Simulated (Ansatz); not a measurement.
A trace of molecular dynamics of CH3F + N2 (7 atoms, charge 0, multiplicity 1).

Method: RHF/6-31G* (Ansatz 0.2.0).

```yaml
ensemble: NVT, Nosé–Hoover chain
set_temperature: 200 K
thermostat: time constant 100 fs, chain length 5
seed: 169124
```

```
time (fs)  T (K)  potential energy less start (eV)  conserved less start (meV/atom)
      0.0    200                             0.000                             0.00
      5.0    129                             0.046                             0.05
     10.0    184                             0.011                             0.04
     15.0    119                             0.053                             0.07
     20.0    172                             0.019                             0.06
     25.0    120                             0.054                             0.07
     30.0    169                             0.023                             0.09
     35.0     98                             0.070                             0.11
     40.0    151                             0.038                             0.14
     45.0     66                             0.095                             0.18
     50.0    143                             0.046                             0.17
     55.0     62                             0.101                             0.21
     60.0    136                             0.055                             0.19
     65.0     52                             0.113                             0.26
     70.0    115                             0.074                             0.23
     75.0     41                             0.125                             0.29
     80.0    124                             0.074                             0.24
     85.0     50                             0.126                             0.29
     90.0    142                             0.069                             0.23
     95.0     55                             0.130                             0.29
    100.0    144                             0.076                             0.24
    105.0     79                             0.124                             0.27
    110.0    162                             0.073                             0.21
    115.0    133                             0.098                             0.20
    120.0    184                             0.068                             0.18
    125.0    154                             0.094                             0.18
```

**Question.** Is this trajectory sound?

**Answer.** The conserved energy stayed within 0.34 meV per atom of its start (net change 0.18 meV per atom), so the integration is sound. The mean temperature of the second half is 34 % below the set value. A run of 0.12 ps of so small a system gives no equilibrium averages. The time step was 0.5 fs.

Time of the run: 2.1 min on 1 CPU thread of a shared host.
